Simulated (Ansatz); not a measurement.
**Structure relaxation of Mg**

These are results of DFT PBEsol, scalar-relativistic, plane waves, PAW (Ansatz), not measurements. Cutoff 420 eV, Γ-centred k mesh, Gaussian smearing, no spin polarisation in the final step.

This is the end of a relaxation of cell and atoms.

```
Mg
1.0
     0.00000    2.24608    2.24608
     2.24608    0.00000    2.24608
     2.24608    2.24608    0.00000
Mg
1
Direct
  0.00000 0.00000 0.00000
```

Energies count from the standard state of Mg at the same level.

Problem. What space group does it have?

Solution. Fm-3m (No. 225). Conventional cell: a = 4.492 Å. Mg is coordinated by 12 Mg at 3.18 Å.

Problem. How far above the standard state of Mg does it lie?

Solution. 0.01 eV/atom.

Problem. Is it a metal?

Solution. Yes, bands cross the Fermi level on the 22×22×22 mesh.

The final run used a 22×22×22 mesh on its 1-atom cell and 0.10 eV smearing. For metals, differences of a few meV/atom aren't resolved.

This fcc form isn't the element's structure at ambient conditions.